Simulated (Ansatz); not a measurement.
## NH, triplet: up the ladder of correlation methods

Calculated in Ansatz's Gaussian-basis code; BCCD by scripts on PySCF. Basis 6-31G, 1 core orbital frozen, nonrelativistic. Perturbation and coupled-cluster methods stand on the Hartree–Fock determinant that coupled cluster favours; RHF here means ROHF, with semicanonical perturbation theory. The state met can change along the bond. Small basis; these aren't basis-limit values. The unrestricted determinant is a mixture of spins, so it may stand for another state.

Correlation energy of CCSD(T), then each method's total less that of CCSD(T), in eV:

```tsv
case	E corr CCSD(T)	CCSD	BCCD	BCCD(T)	determinant
1.191 Å RHF	-2.195	+0.017	+0.018	0.000	–
1.658 Å RHF	-3.069	+0.054	+0.055	+0.002	–
1.917 Å RHF	-3.808	+0.089	+0.088	+0.003	–
1.917 Å UHF	-1.342	+0.042	+0.052	-0.002	⟨S²⟩ = 2.847
2.331 Å RHF	-5.164	+0.097	+0.093	+0.003	0.26 eV over the lowest such Hartree–Fock solution met
```

**Question.** Give full CI less CCSD(T). Is CCSD(T) good to 1 kcal/mol?

**Answer.** 1.191 Å RHF: -0.008 eV (within); 1.658 Å RHF: -0.018 eV (within); 1.917 Å RHF: -0.017 eV (within); 1.917 Å UHF: -0.028 eV (within, spin-contaminated determinant); 2.331 Å RHF: -0.011 eV (within).
